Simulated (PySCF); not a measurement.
## Identify the compound

An unknown has the formula CH₃BO. Its calculated NMR data are:

1H NMR (300 MHz, computed): δ 1.44 (br, 3H).

13C{1H} NMR (computed): δ 181.6 (C).

Gas phase, a single conformation, averaged over atoms made equivalent by symmetry, fast rotation or ring inversion, non-relativistic. Spin–spin couplings from B3LYP/pcJ-1; shieldings: GIAO KT2/pcSseg-2; coordinates at the PBE0-D3(BJ)/def2-SVP level; PySCF.

Scale: 1H (σ = 31.18 ppm), 13C (σ = 182.28 ppm) vs TMS (reference shieldings calculated alike).

Q: What is the structure?

A: 
1. Carbon types of the structure: 1 × C, leaving 3 H on heteroatoms.
2. δC 181.6: acylium carbon.
3. δH 1.44: hydrogen on a boron bonded to C.

The compound is `[BH3-]C#[O+]`.

Hydrogens on boron are broadened and split by 11B (spin 3/2, 80 %) and 10B (spin 3). A carbon bonded to boron is broadened by the quadrupolar boron nucleus and is often missing from a measured spectrum. Shifts are as computed. Against solution values, carbons near 30 ppm lie about +3 ppm off and those near 130 ppm about -1 ppm. Of 1211 compounds with measured shifts, 218 miss one by over three times the rms of a fit or turn the order of signals round; such compounds aren't used in these exercises.
